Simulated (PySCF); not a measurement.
Si(H)4 cation (H4Si), SMILES [SiH4] (connectivity only; charge and spin as stated), charge +1, multiplicity 2. Atoms are numbered in the order given.

```xyz
5

Si     0.0000     0.0000     0.0000
H     -1.5359     0.0000     0.0000
H      0.0000    -1.5359     0.0000
H      0.0000     1.5359     0.0000
H      1.5359     0.0000     0.0000
```
Charge +1, spin multiplicity 2.

The structure is a stationary point at r2SCAN-D4/def2-TZVPD. A frequency run showed that this geometry is not a minimum. The spin state was assumed, not searched. The isomer is the one that the SMILES or the coordinates give; other isomers of the formula were not compared.

These are PySCF with r2SCAN-D4/def2-TZVPD values and carry that method's errors.

Frequencies are harmonic and unscaled.

Modes within 1.5 cm⁻¹ of each other (mostly degenerate sets) share a row, with their intensities summed.

| mode | ν (cm⁻¹) | IR (km/mol) | moving atoms (share of kinetic energy) |
|---|---|---|---|
| 1 | 1067i | 0.0 | H 100 % |
| 2–3 | 253 | 116.7 | H 92 %, Si 8 % |
| 4 | 776 | 35.5 | H 87 %, Si 13 % |
| 5 | 1119 | 0.0 | H 100 % |
| 6 | 1699 | 0.0 | H 100 % |
| 7–8 | 1871 | 265.8 | H 96 % |
| 9 | 1985 | 0.0 | H 100 % |
